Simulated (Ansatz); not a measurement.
**Pressure series in Cu**

Base system: Cu in the fcc (Cu type) structure (space group Fm-3m, No. 225; a = 3.577 Å).

Cell and atoms are relaxed at each pressure.

Level of theory: r2SCAN, PAW, 500 eV (Ansatz, a first-principles code; spin-orbit coupling left out).

| pressure (GPa) | volume per atom (Å³/atom) |
|---|---|
| -2 | 11.584 |
| 0 | 11.440 |
| 0.9 | 11.378 |
| 2.1 | ? |
| 4.5 | 11.149 |
| 9 | 10.897 |
| 15 | 10.604 |
| 22.5 | 10.293 |
| 30 | 10.027 |

**Question.** Fit the third-order Birch–Murnaghan form P(V) = (3B₀/2)[(V₀/V)^(7/3) − (V₀/V)^(5/3)]·[1 + (3/4)(B₀′ − 4)((V₀/V)^(2/3) − 1)] (squares taken in P) to the rows shown and predict the withheld row.

**Answer.** Least squares on the printed values gives V₀ = 11.440 Å³/atom, B₀ = 164 GPa, B₀′ = 5.0; this predicts 11.298 Å³/atom, and the run gives 11.298 Å³/atom, in agreement.

Measured bulk modulus of Cu: 144.3 GPa (static lattice; corrected from measurement; as listed in Daniel Mejia-Rodriguez, S. B. Trickey, Phys. Rev. B (2018)); the computed value is 14 % above it.

Load acts through the strain it causes; cell and atoms are relaxed under it. Stability against distortions was not tested. No other phases were tried under pressure. The final runs are not spin-polarised.
